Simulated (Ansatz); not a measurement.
## Exact exchange and the electronic atomisation energy of BN (boron nitride)

The species is BN (2 atoms), meant as a triplet with charge 0. SMILES: `B#N`. Geometry: relaxed at PBE0-D4/def2-TZVP.

The electronic atomisation energy y, in eV, basis 6-31G; a is the functional's share of exact exchange. Programs: Ansatz 0.2.0.

| functional | program | a | y (eV) |
| --- | --- | --- | --- |
| UPBE | Ansatz | 0 | 4.75 |
| U-r2SCAN | Ansatz | 0 | 4.30 |
| UB3LYP | Ansatz | 0.2 | 4.20 |
| U-r2SCAN0 | Ansatz | 0.25 | 3.83 |
| UPBE0 | Ansatz | 0.25 | ? |
| UBHLYP | Ansatz | 0.5 | 3.51 |

Question: Fit y = c + s·a to the known rows and predict UPBE0.

Answer: 
1. Means of the 5 rows: a = 0.1900, y = 4.118.
2. Σ(Δa)² = 0.172, Σ(Δa·Δy) = -0.3596, so the slope is -0.3596/0.172 = -2.0907.
3. Intercept: 4.118 − (-2.0907) × 0.1900 = 4.515. The largest residual of the fit is 0.24.
4. UPBE0: 4.515 + (-2.0907) × 0.25 = 3.99 eV.

The run gave 4.16 eV, so the prediction is off by -0.17 eV, within the scatter of the fit. The rows mix families of semi-local functionals, which the line can't see.
